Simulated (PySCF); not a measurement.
Molecule: `InChI=1S/C2H3ClO/c1-2(3)4/h1H3`.

Numbering as in the mapped SMILES `[CH3:1][C:2](=[O:3])[Cl:4]`. Each H is labelled by its parent atom.

Geometry PBE0-D3(BJ)/def2-SVP throughout; GIAO in PySCF 2.14.0 with density-fitted response routines, gas phase, one conformer, non-relativistic; equivalent atoms averaged; functional PBE0.

**Question.** How do the absolute shieldings σ depend on the basis set? (ppm; last column core-seconds on 1 thread of an Arm Neoverse V2, shared host)

**Answer.** 
| basis set | functions | C2 | C1 | O3 | Cl4 | H(C1) | core-s |
| --- | --- | --- | --- | --- | --- | --- | --- |
| pcSseg-0 | 46 | 1.2 | 155.8 | -333.2 | 481.0 | 30.01 | 2.3 |
| cc-pVDZ | 75 | 24.1 | 164.4 | -218.8 | 542.3 | 29.04 | 3.8 |
| aug-cc-pVDZ | 123 | 20.2 | 163.3 | -204.9 | 522.4 | 28.80 | 6.6 |
| cc-pVTZ | 166 | 9.2 | 153.8 | -246.8 | 508.1 | 28.83 | 9.8 |
| IGLO-III | 179 | 0.3 | 149.2 | -256.4 | 459.0 | 28.87 | 9.8 |

**Question.** Which nucleus moves most, in ppm?

**Answer.** O3 (carbonyl oxygen): from -333.2 ppm with pcSseg-0 to -204.9 ppm with aug-cc-pVDZ. The smallest spread is 1.21 ppm, at H(C1). Proton shifts span only some 12 ppm, so a few tenths of a ppm matter as much there as several ppm in carbon.

**Question.** Taking the largest basis, IGLO-III (179 functions), as the yardstick, rank the others by their worst heavy-atom deviation.

**Answer.** cc-pVTZ 49.1 ppm (166 functions), aug-cc-pVDZ 63.5 ppm (123 functions), pcSseg-0 76.9 ppm (46 functions), cc-pVDZ 83.3 ppm (75 functions).

A small basis that lands close on one nucleus may do so by chance; judge by the trend and by all nuclei.
